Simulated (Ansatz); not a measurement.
A Ba5Na4Al2O10 cell: a random packing after short dynamics, relaxed.

```xyz
21
Lattice="7.3794 0.2904 -0.2254 0.3194 8.3716 -0.4592 -0.2195 -0.4413 6.6867" Properties=species:S:1:pos:R:3 pbc="T T T"
Ba    6.0305    7.8462    1.2834
Ba    2.9671    4.6124    6.1529
Ba    6.8743    5.8454    4.7014
Ba    3.0183    7.8623    4.2879
Ba    6.4836    1.5923    4.5294
O     1.5057    0.4412    2.7380
O     5.2539    3.8216    5.3837
O     7.1002    4.7326    2.4182
O     2.4507    3.7478    1.5545
O     2.1079    5.4894    3.8415
O     5.5619    7.7567    3.7859
O     5.4932    1.9275    2.1528
O     3.6376    7.5526    0.2656
O     1.1639    6.2553    0.9797
O     0.5891   -0.0386    6.5989
Al    1.9331    7.8677    0.7681
Al    1.3726    4.9781    2.2758
Na    5.8154    3.7751    0.8630
Na    0.5189    2.1825    1.7959
Na    3.3055    1.6674    1.6443
Na    4.2930    3.8952    3.2013
```

Computed with DFT PBE, scalar-relativistic, plane waves, PAW (Ansatz 0.2.0).

Cutoff 420 eV; k points 3×3×4 on the computed 21-atom cell (Γ-centred); Gaussian smearing, width 0.02 eV; no spin polarisation.

**Question.** Describe its local order.

**Answer.** Counting as bonded all pairs within 1.2 times the summed covalent radii, but none from a metal cation to another cation:

```tsv
atom → neighbour	mean count	mean length (Å)	spread (Å)
Al → O	4.00	1.80	0.02
Ba → O	5.00	2.71	0.22
Na → O	4.00	2.43	0.17
O → Al	0.80	1.80	0.02
O → Ba	2.50	2.71	0.22
O → Na	1.60	2.43	0.17
```

Angles between all pairs of such bonds at an atom (mean ± spread): 110 ± 4° at Al, 104 ± 26° at Ba, 110 ± 28° at Na, 106 ± 25° at O.

**Question.** Does it have a gap?

**Answer.** It has a gap on the mesh of 2.23 eV. Levels at Γ next to the Fermi level (eV from it): -1.56, -1.44, -1.38, -1.30, -1.23, -1.12, 1.11, 2.77, 3.15, 3.38, 3.62, 3.65. It lies 2.28 eV/atom below the elements' standard states (static lattices, no corrections for gases).

Spin-orbit coupling is left out, which matters for the bands of heavy elements. An odd mesh misses points on the zone edge, so a gap read on it can be too wide.

Cost: 2 runs of about 7.3 core-minutes in all (earlier runs that led there not counted), on Arm Neoverse V1 (shared hosts).